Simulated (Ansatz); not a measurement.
A made-up structure of CHOS (charge -1), singlet:

O1  (-0.906, 0.479, 0.837)
C2  (-0.091, 0.085, 0.009)
S3  (-1.518, 1.568, 2.005)
H4  (-0.095, 0.580, -0.993)
(Å)

It is relaxed with PBE-D4/def2-SVPD and then PBE0-D4/def2-TZVPD (Ansatz 0.2.0). Atoms count as bonded within 1.22 times the sum of their covalent radii (H–H: 0.88 Å). The end point is not checked to be a true minimum.

Q: Does its bonding change? (A judgement: the text doesn't fix the answer.)

A: The calculation gives: No: no bond forms or breaks.

Where it ends: The first stage lowers the energy by 1.55 eV in 10 steps. It ends as CHOS ([CH][O][S]), total charge -1:
```xyz
4
angstrom
O -0.7045 0.1477 1.0446
C -0.1800 -0.0390 -0.0843
S -1.4612 1.6944 1.5846
H -0.2637 0.9085 -0.6865
```

Labels in which every atom is bracketed show which atoms are joined, not bond orders.

For scale, one of the runs: PBE0-D4/def2-TZVPD relaxation, 132 basis functions, launched by `ansatz run in.yaml --threads 2 --pin off --events-out ev --progress --plain --max-ram 4352MiB`. The run took about 11 s on 2 CPU threads of an Arm Neoverse V2 (shared host).
